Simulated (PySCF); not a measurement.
**One shape, several levels: C2H4ClF (1-chloro-2-fluoroethane)**

Wanted: a comparison of 6 runs (HF/STO-3G, HF/3-21G, B2PLYP/6-311+G**, M06-2X/6-311+G**, wB97M-V/6-311+G**, SCS-MP2/6-311+G**) of C2H4ClF (1-chloro-2-fluoroethane). Input form: a Python script.

Program for the calculation: PySCF 2.14.0.

2 further runs of the same task are left out: 1 that didn't finish, 1 set aside as unsound or not needed.

## (1) The system as given

The species is C2H4ClF (8 atoms), meant as a singlet with charge 0. SMILES: `FCCCl`. The shape is that of a PBE0-D4/def2-TZVP optimisation. This is one conformer, not always the lowest.

Bond lengths: F1–C2 1.375 Å, C2–C3 1.501 Å, C3–Cl4 1.778 Å, C2–H5 1.093 Å, C2–H6 1.096 Å, C3–H7 1.090 Å, C3–H8 1.091 Å. Some angles: F1–C2–C3 110.9°, C2–C3–Cl4 112.2°, F1–C2–H5 108.3°, F1–C2–H6 108.0°, C3–C2–H5 111.2°, C3–C2–H6 109.0°, C2–C3–H7 110.7°, C2–C3–H8 109.7°, Cl4–C3–H7 107.4°, Cl4–C3–H8 107.5°.

## (2) The energy at HF/STO-3G (run 1)

job.py

```python
# FCCCl
from pyscf import gto

mol = gto.Mole()
mol.atom = [
    ('F', (-1.336980, 0.498150, 1.030500)),
    ('C', (-0.143560, 0.671020, 0.368890)),
    ('C', (0.300450, -0.609920, -0.275720)),
    ('Cl', (-0.759330, -1.087620, -1.620890)),
    ('H', (-0.273910, 1.462220, -0.374180)),
    ('H', (0.609620, 0.981160, 1.102570)),
    ('H', (0.296790, -1.425630, 0.446820)),
    ('H', (1.306920, -0.489380, -0.677980)),
]
mol.basis = 'sto-3g'
mol.verbose = 3
mol.spin = 0
mol.max_memory = 1860
mol.build()

hf = mol.RHF()
hf.conv_tol = 1e-10
hf.kernel()
if not hf.converged:
    hf = hf.newton().run(hf.mo_coeff, hf.mo_occ)

energy = hf.e_tot
print('E = %.10f Eh' % energy)
```

Launch:

```
$ OMP_NUM_THREADS=1 python job.py
```

Log:

```text
converged SCF energy = -629.747439767543
E = -629.7474397675 Eh
```

Wall time 0.89 s (1 thread of Arm Neoverse V2, shared host); peak memory 0.12 GiB.

## (3) A single-point energy at HF/3-21G (run 2)

calc.py

```python
from pyscf import gto, scf

mol = gto.M(
    atom='''
F     -2.526526     0.941367     1.947363
C     -0.271289     1.268044     0.697101
C      0.567768    -1.152582    -0.521035
Cl    -1.434926    -2.055304    -3.063038
H     -0.517615     2.763195    -0.707098
H      1.152015     1.854124     2.083555
H      0.560852    -2.694050     0.844367
H      2.469721    -0.924794    -1.281197
''',
    max_memory=1860,
    unit='bohr',
    basis='3-21g',
    verbose=3,
    spin=0,
)

hf = scf.RHF(mol)
hf.conv_tol = 1e-10
hf.kernel()
if not hf.converged:
    hf = hf.newton().run(hf.mo_coeff, hf.mo_occ)

e_final = hf.e_tot
print('Final energy', e_final)
```

Launch:

```
$ OMP_NUM_THREADS=1 python calc.py
```

Log:

```text
converged SCF energy = -633.817339686935
Final energy -633.8173396869347
```

It took 0.69 s on 1 thread of Arm Neoverse V2, shared host; peak memory 0.1 GiB.

## (4) The energy at B2PLYP/6-311+G(d,p) (run 3)

mol.xyz

```xyz
8
C2H4ClF
F     -1.336980     0.498150     1.030500
C     -0.143560     0.671020     0.368890
C      0.300450    -0.609920    -0.275720
Cl    -0.759330    -1.087620    -1.620890
H     -0.273910     1.462220    -0.374180
H      0.609620     0.981160     1.102570
H      0.296790    -1.425630     0.446820
H      1.306920    -0.489380    -0.677980
```

input.py

```python
from pyscf import gto, dft, mp

mol = gto.M(
    atom='mol.xyz',
    charge=0,
    basis='6-311+g**',
    verbose=4,
    max_memory=1860,
    spin=0,
)

mf = dft.RKS(mol, xc='0.53*HF + 0.47*B88, 0.73*LYP')
mf.grids.level = 5
mf.conv_tol = 1e-10
mf.kernel()
if not mf.converged:
    mf = mf.newton().run(mf.mo_coeff, mf.mo_occ)

pt = mp.MP2(mf, frozen=8).run()
energy = mf.e_tot + 0.27 * pt.e_corr
print('PT2 part  %.8f' % (0.27 * pt.e_corr))
print('Final energy', energy)
```

Launch:

```
$ OMP_NUM_THREADS=1 python input.py
```

Log:

```text
PySCF version 2.14.0

[... 78 lines left out ...]
converged SCF energy = -638.209148811314
[... 1 line left out ...]
******** <class 'pyscf.mp.mp2.RMP2'> ********
nocc = 13, nmo = 112
frozen orbitals 8
E(RMP2) = -638.989626488141  E_corr = -0.780477676827489
E(SCS-RMP2) = -638.974529708035  E_corr = -0.765380896720776
E_corr(same-spin) = -0.197529594775628
E_corr(oppo-spin) = -0.582948082051861
PT2 part  -0.21072897
Final energy -638.4198777840571
```

Run time: 28 s. Hardware: 1 thread of Arm Neoverse V2, shared host; peak memory 0.66 GiB.

Runs 4 to 5 aren't shown in full; the table further down has their settings and results.

## (5) A single-point energy at SCS-MP2/6-311+G(d,p) (run 6)

job.py

```python
from pyscf import gto, scf, mp

mol = gto.M(
    atom='''
F     -2.526526     0.941367     1.947363
C     -0.271289     1.268044     0.697101
C      0.567768    -1.152582    -0.521035
Cl    -1.434926    -2.055304    -3.063038
H     -0.517615     2.763195    -0.707098
H      1.152015     1.854124     2.083555
H      0.560852    -2.694050     0.844367
H      2.469721    -0.924794    -1.281197
''',
    basis='6-311+g**',
    verbose=4,
    spin=0,
    max_memory=1860,
    charge=0,
    unit='bohr',
)

mf = scf.RHF(mol)
mf.conv_tol = 1e-10
mf.kernel()
if not mf.converged:
    mf = mf.newton().run(mf.mo_coeff, mf.mo_occ)

pt = mp.MP2(mf, frozen=8).run()
e_tot = mf.e_tot + 1.2 * pt.e_corr_os + pt.e_corr_ss / 3
print(f'total energy: {e_tot:.8f} hartree')
```

Launch:

```
$ OMP_NUM_THREADS=1 python job.py
```

Log:

```text
PySCF version 2.14.0

[... 64 lines left out ...]
converged SCF energy = -637.056999882671
[... 1 line left out ...]
******** <class 'pyscf.mp.mp2.RMP2'> ********
nocc = 13, nmo = 112
frozen orbitals 8
E(RMP2) = -637.700877524259  E_corr = -0.643877641588165
E(SCS-RMP2) = -637.689569516616  E_corr = -0.632569633945081
E_corr(same-spin) = -0.161634849185443
E_corr(oppo-spin) = -0.482242792402723
total energy: -637.68956952 hartree
```

Run time: 4.5 s. Hardware: 1 thread of Arm Neoverse V2, shared host; peak memory 0.39 GiB.

## (6) Overview of the runs

```csv
run,level,frozen core orbitals,integration grid,energy (Eh),dipole moment (D) of the reference,HOMO energy (eV),LUMO energy (eV),wall time
1,HF/STO-3G,–,–,-629.747440,2.73,-10.31,9.93,0.89 s
2,HF/3-21G,–,–,-633.817340,3.44,-12.05,5.38,0.69 s
3,B2PLYP/6-311+G**,8,5,-638.419878,3.04,-9.92,0.72,28 s
4,M06-2X/6-311+G**,–,5,-638.633970,2.96,-10.04,0.24,58 s
5,wB97M-V/6-311+G**,–,5,-638.630024,2.92,-11.00,0.94,2 min
6,SCS-MP2/6-311+G**,8,–,-637.689570,3.21,-12.05,1.75,4.5 s
```

## (7) What came out

| quantity | value |
| --- | --- |
| run 6: total energy | -637.68957 Eh |
| run 6: dipole moment (Hartree–Fock density) | 3.21 D |
| run 6: HOMO energy (Hartree–Fock orbitals) | -12.05 eV |
| run 6: LUMO energy (Hartree–Fock orbitals) | 1.75 eV |
| run 6: HOMO–LUMO gap (Hartree–Fock orbitals) | 13.79 eV |
| run 6: correlation energy (8 core orbitals frozen) | -632.6 mEh |

In words: Over runs 1, 2, 3, 4, 5 the dipole moment (its size) runs from 2.73 D (HF/STO-3G) to 3.44 D (HF/3-21G). Over runs 1, 2, 3, 4, 5 the HOMO–LUMO gap runs from 10.29 eV (M06-2X/6-311+G**) to 20.24 eV (HF/STO-3G). The two ends differ in method and basis. Totals of different functionals can't be ranked against each other. In run 1 the basis is minimal, so the values are rough. All runs together took 3.6 min, the longest 2 min.
